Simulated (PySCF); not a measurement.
CN, optimised at B3LYP/6-31G*:

```xyz
2

C      0.0039    -0.4327     0.3965
N     -0.0039     0.4327    -0.3965
```

Computed with PySCF (xtb for GFN2) and rigid-rotor harmonic-oscillator thermochemistry at 1 bar. 6-31G* has spherical d functions here. Open shells (unrestricted): CN (multiplicity 2). GFN2 has no spin-polarisation term. B3LYP is the form with VWN-RPA correlation.

Task: List the harmonic frequencies (cm⁻¹, unscaled) at this level and at the other levels, each on its own geometry.

Result: 
- B3LYP/6-31G*: 2157
- GFN2-xTB: 2371
- PBE/def2-SVP: 2117
- PBE0/def2-TZVP: 2184
